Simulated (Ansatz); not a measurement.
An Ansatz input:

```yaml
crystal:
  lattice:
    - [3.6539827116, 0.0, 0.0]
    - [-1.8269913558, 3.1644418532, 0.0]
    - [0.0, 0.0, 5.7704467556]
  atoms:
    - { symbol: Er, position: [0.3333333333, 0.6666666667, 0.25], spin: 2.639 }
    - { symbol: Er, position: [0.6666666667, 0.3333333333, 0.75], spin: -2.639 }
hamiltonian:
  xc: mr2scan
  pseudopotentials:
    kind: paw
    azcp:
      Er: "pseudopotentials/Er.paw.azcp"
basis:
  ecutwfc: 500
  fft_grid_basis: typed
kpoints:
  mp_grid: { grid: [13, 13, 7], shift: [0, 0, 0] }
magnetization:
  spin_polarized: true
scf:
  occupations: { method: fermi_dirac, width: 0.05 }
```

Terminal output

```
Engine: ansatz 0.2.0, x86_64-unknown-linux-gnu
Pseudopotentials: kind: paw
Pseudopotential: Er, paw, valence charge 22, recommended cutoff 500 eV (meta_gga) 
Functional definition: m-r2SCAN
  exchange = m_r2scan_x
  correlation = m_r2scan_c
Crystal: 2 atoms, lattice volume = 66.723 Å³
Basis set: ecut = 500 eV, 1713 PW (Γ), exchange–correlation on 108×108×180 points (64 copies of the dense FFT grid, shifted against one another)
Bands: 30, of which v1, the nominal top of the filled ones, is band 22 counted from 1 (21 counted from 0)
Symmetry: 12 space group operations
Space group: P-6m2 (ITA 187), of the structure as read, at distance tolerance 4.1e-5 Å
Magnetic group: BNS 194.267 (UNI 1497), of the structure as read, at distance tolerance 4.1e-5 Å
k-points: 84 of 1183 (time reversal used)
Non-local potential: Er, projectors of the file, l = 0: 3, l = 1: 2, l = 2: 2, l = 3: 3
PAW form: soft (Blöchl's): semilocal exchange-correlation on the pseudo side does not see the compensation charge
PAW frozen core: Er, regenerated for the run's functional (the file was generated under x = pbe(κ = 0.804, μ = 0.2195149727645171), c = pbe(β = 0.06672455060314922))
PAW one-centre angular grid: Er, 2702 points (default); XC on 160 Gauss nodes
Initial density: superposition of atomic densities (chi_scale 0.1, normalization cell)
Starting moments: Σ|m| = 5.278 μB on 2 of 2 sites
Starting magnetic order: antiferromagnet; an inversion exchanges its spin sublattices: spin-degenerate at every k-point
Initial wavefunctions: pseudopotential atomic-orbital guess
Functional: x = mr2scan, c = mr2scan; τ floored in thin density (d = 2e-4 eV/Å³)
iter 1 solved again at ethr=2.97e-4 eV; its pass at ethr=3.10e-3 eV (dr2=1.31e-1 eV) is discarded
SCF iter   1: F=—  HF=-24194.169862 eV  |F-HF|=—  |Δ(HF+E_count)|=         —  Δρ=8.71e-3 (↑8.71e-3 ↓8.71e-3)  dr2=1.30e-1  dr2_τ=3.72e-3  dr2_m=9.98e-3  M=0.000 μB ∫|m|=5.065 μB  β_m=0.30  ethr=2.97e-4  ⟨swp⟩=1.8  Hψ=30485  notcnv=0
Mixer restart at iter 1: flushing history
spin=Collinear: Kerker preconditioning applied to the charge; magnetization (m = ρ↑ − ρ↓) channel mixes plain (no charge-response kernel on spin).
SCF iter   2: F=—  HF=-24194.417451 eV  |F-HF|=—  |Δ(HF+E_count)|=   2.48e-1  Δρ=1.00e-2 (↑1.00e-2 ↓1.00e-2)  dr2=1.11e-1  dr2_τ=1.05e-3  dr2_m=2.00e-2  M=0.000 μB ∫|m|=5.077 μB  β_m=0.30  ethr=2.96e-4  ⟨swp⟩=3.1  Hψ=9053  notcnv=0  κ⁻¹=1.0e0(r=1)
SCF iter   3: F=—  HF=-24197.742895 eV  |F-HF|=—  |Δ(HF+E_count)|=         —  Δρ=1.66e-2 (↑1.66e-2 ↓1.66e-2)  dr2=1.81e-1  dr2_τ=1.26e-3  dr2_m=7.58e-2  M=0.000 μB ∫|m|=5.241 μB  β_m=1.00  ethr=2.52e-4  ⟨swp⟩=2.0  Hψ=5872  notcnv=0
Mixer restart at iter 3: flushing history
...
Starting moments: Σ|m| = 5.278 μB on 2 of 2 sites; this step starts from the density that it was given
Initial wavefunctions: those read from a saved state, or passed on in memory by an earlier step or the calling program
iter 1 solved again at ethr=2.00e-10 eV; its pass at ethr=2.27e-6 eV (dr2=8.82e-8 eV) is discarded
SCF iter   1: F=—  HF=-24196.198730 eV  |F-HF|=—  |Δ(HF+E_count)|=         —  Δρ=9.13e-6 (↑5.45e-6 ↓9.13e-6)  dr2=8.82e-8  dr2_τ=1.48e-11  dr2_m=1.71e-8  M=-0.000 μB ∫|m|=5.410 μB  ethr=2.00e-10  ⟨swp⟩=1.0  Hψ=44760  notcnv=0
spin=Collinear: Kerker preconditioning applied to the charge; magnetization (m = ρ↑ − ρ↓) channel mixes plain (no charge-response kernel on spin).
SCF iter   2: F=—  HF=-24196.290305 eV  |F-HF|=—  |Δ(HF+E_count)|=   9.16e-2  Δρ=1.22e-2 (↑1.22e-2 ↓1.88e-3)  dr2=1.22e-1  dr2_τ=7.03e-5  dr2_m=2.19e-2  M=0.075 μB ∫|m|=5.325 μB  ethr=2.27e-6  ⟨swp⟩=3.2  Hψ=57145  notcnv=0
SCF iter   3: F=—  HF=-24196.544562 eV  |F-HF|=—  |Δ(HF+E_count)|=   2.54e-1  Δρ=1.25e-3 (↑1.25e-3 ↓9.12e-4)  dr2=1.11e-3  dr2_τ=1.65e-5  dr2_m=2.52e-4  M=-0.066 μB ∫|m|=5.471 μB  ethr=6.17e-6  ⟨swp⟩=2.9  Hψ=35852  notcnv=0
SCF iter   4: F=—  HF=-24196.552873 eV  |F-HF|=—  |Δ(HF+E_count)|=   8.31e-3  Δρ=3.36e-4 (↑2.80e-4 ↓3.36e-4)  dr2=9.20e-5  dr2_τ=3.43e-6  dr2_m=4.23e-5  M=-0.765 μB ∫|m|=5.951 μB  ethr=2.27e-6  ⟨swp⟩=2.5  Hψ=34758  notcnv=0
SCF iter   5: F=—  HF=-24196.553095 eV  |F-HF|=—  |Δ(HF+E_count)|=   2.22e-4  Δρ=1.35e-4 (↑1.35e-4 ↓8.29e-5)  dr2=1.83e-5  dr2_τ=4.45e-8  dr2_m=2.61e-6  M=-0.809 μB ∫|m|=5.988 μB  ethr=4.14e-7  ⟨swp⟩=2.3  Hψ=24933  notcnv=0
SCF iter   6: F=—  HF=-24196.553094 eV  |F-HF|=—  |Δ(HF+E_count)|=   9.65e-7  Δρ=4.21e-5 (↑4.21e-5 ↓9.57e-6)  dr2=1.02e-6  dr2_τ=1.06e-9  dr2_m=2.96e-7  M=-0.811 μB ∫|m|=5.990 μB  ethr=8.09e-8  ⟨swp⟩=1.9  Hψ=17753  notcnv=0
SCF iter   7: F=—  HF=-24196.553094 eV  |F-HF|=—  |Δ(HF+E_count)|=   1.14e-7  Δρ=1.09e-5 (↑6.39e-6 ↓1.09e-5)  dr2=1.59e-7  dr2_τ=1.57e-10  dr2_m=2.65e-8  M=-0.810 μB ∫|m|=5.990 μB  ethr=5.54e-9  ⟨swp⟩=1.9  Hψ=17588  notcnv=0
SCF iter   8: F=—  HF=-24196.553094 eV  |F-HF|=—  |Δ(HF+E_count)|=   3.09e-9  Δρ=7.44e-6 (↑7.44e-6 ↓3.14e-6)  dr2=5.00e-8  dr2_τ=1.29e-11  dr2_m=8.73e-9  M=-0.810 μB ∫|m|=5.990 μB  ethr=2.27e-10  ⟨swp⟩=2.4  Hψ=20591  notcnv=0
this state was not tested for a lower state beside it, because the mixer in use, unlike msr1, does not test its closes by its own steps (another_mixer; see scf.mixing.algorithm and scf.lower_state_search)
SCF converged after 44 iterations
Magnetization: -0.0001 μB (21.9999 up, 22.0001 down)
Absolute magnetization: 5.4009 μB (∫|ρ↑−ρ↓|, with the PAW one-centre terms)
Spin contamination: 2.3797 ħ² per cell (⟨S²⟩ above its minimum at these occupations)
Per-site moments (μB) at R_I (Å): [(2.6386335782759085, 1.4743654739923695), (-2.638757686505641, 1.4743654739923695)]
Free energy (F): -24196.198730 eV
Harris-Foulkes:  -24196.198730 eV  (|F-HF|=9.84e-8)
Internal energy: -24196.080351 eV  (E = F + TS)
E sigma→0 (E₀):  -24196.139541 eV
Entropy (-TS):   -0.118378 eV (-59.189 meV/atom)
Fermi energy:    11.648600 eV
--- Per-component energies (eV) ---
  E_band       = -51.940643
  E_kinetic    = 755.271027
  E_local      = -9336.565556  (includes V_loc(G=0)·N_el)
  E_nonlocal   = 1329.787751
  E_hartree    = 3966.092089
  E_xc         = -378.158865
  E_vxc        = -511.526320  (∫ρ·V_xc dr)
  E_paw        = -14282.067410  (= ΣΔE_a)
  E_vpaw       = -250.214784  (= ΣTr[D̂ρ^β])
  E_aug_tail   = 0.000001  (compensation charges beyond the density's cutoff)
  E_vtau       = 29.131077  (kinetic-family band-sum trace: ∫τ·v_τ [+ j·A + Jᵃ·Aᵃ] dr)
  E_ewald      = -6251.721948
  E_core_change = 1.282560  (= ΣΔE_core)
  E_smearing   = -0.118378  (= −TS)
  E_closure    = -0.000000  (closes the sum)
  Σ components = -24196.198730   (vs F -24196.198730, Δ=0.00e0)
Error: SIGTERM received: cancelled ahead of the end of the searches for a lower state and the checks behind the self-consistent cycle: the result that stood is reported, with what was made of it, and may lie above the state on which the run would have ended. A resume of goes on from the state saved last, or from a result that was left at `state.next`, and makes the searches and checks that nothing else bars: give the resume the same folder of runs
Name the folder of runs with --runs-dir
```

The calculation hadn't finished when its time ran out.

Open f shells have many self-consistent states, so the state found may not be the lowest.
